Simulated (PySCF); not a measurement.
# Assigning NMR signals

Molfile (atoms numbered from 1):
```
C4H5F
     RDKit          3D

 10 10  0  0  0  0  0  0  0  0999 V2000
    2.3224    0.1421   -0.5593 F   0  0  0  0  0  0  0  0  0  0  0  0
    1.0374    0.1706   -0.2663 C   0  0  0  0  0  0  0  0  0  0  0  0
    0.1257    1.1455   -0.1933 C   0  0  0  0  0  0  0  0  0  0  0  0
   -0.9525    0.1534    0.1952 C   0  0  0  0  0  0  0  0  0  0  0  0
    0.1353   -0.9624    0.1012 C   0  0  0  0  0  0  0  0  0  0  0  0
    0.1352    2.2249   -0.3456 H   0  0  0  0  0  0  0  0  0  0  0  0
   -1.7771    0.0396   -0.5268 H   0  0  0  0  0  0  0  0  0  0  0  0
   -1.3768    0.2822    1.2042 H   0  0  0  0  0  0  0  0  0  0  0  0
   -0.0320   -1.7197   -0.6815 H   0  0  0  0  0  0  0  0  0  0  0  0
    0.3649   -1.4718    1.0509 H   0  0  0  0  0  0  0  0  0  0  0  0
  1  2  1  0
  2  3  2  0
  3  4  1  0
  4  5  1  0
  5  2  1  0
  3  6  1  0
  4  7  1  0
  4  8  1  0
  5  9  1  0
  5 10  1  0
M  END
```

PySCF calculation with GIAO PBE0/pcSseg-1 shieldings, couplings computed with B3LYP/pcJ-1 (spin–dipole term only in couplings to heteroatoms) and PBE0-D3(BJ)/def2-SVP structure; in vacuum, relativity neglected, one computed conformer, rapidly exchanging positions averaged.

Scale: TMS for 13C and 1H (reference shieldings calculated alike).

**Question.** Assign these signals to the numbered atoms. 13C{1H} NMR (computed): δ 159.8 (C, d, J = 417.9 Hz), 109.1 (CH, d, J = 7.9 Hz), 34.8 (CH2, d, J = 17.0 Hz), 20.1 (CH2, d, J = 22.9 Hz).

**Answer.** 
```tsv
δ (ppm)	atoms	environment	reason
159.8	C2	fully substituted alkene carbon	the olefinic region
109.1	C3	alkene CH	as expected for a trigonal carbon in a double bond
34.8	C5	allylic sp3 CH2	a saturated carbon with 2 carbon neighbours and no heteroatom attached
20.1	C4	allylic sp3 CH2	–
```

**Question.** Assign these signals to the numbered atoms. 1H NMR (600 MHz, computed): δ 4.84 (d of quint, J = 10.0, 1.3 Hz, 1H), 2.73 (m, 2H), 2.04 (m, 2H).

**Answer.** 
| δ (ppm) | atoms | environment | reason |
| --- | --- | --- | --- |
| 4.84 | H6 | hydrogen on an alkene CH | olefinic region |
| 2.73 | H9/H10 | hydrogen on an allylic sp3 CH2 | allylic position |
| 2.04 | H7/H8 | hydrogen on an allylic sp3 CH2 | – |

Common functionals overestimate the size of one-bond C–F couplings by tens of Hz; these are unscaled. Multiplet labels drop couplings under 1 Hz and merge nearly equal ones. Couplings among chemically equivalent protons are left out too, so labels in AA′BB′ or AA′XX′ sets are apparent multiplicities. Unscaled 3J(H,H) at this level run about 10 % above measured values. Shifts are as computed. Against solution values, carbons near 30 ppm lie about +2 ppm off and those near 130 ppm about +5 ppm. Of 1211 compounds with measured shifts, 218 miss one by over three times the rms of a fit or turn the order of signals round; such compounds aren't used in these exercises.
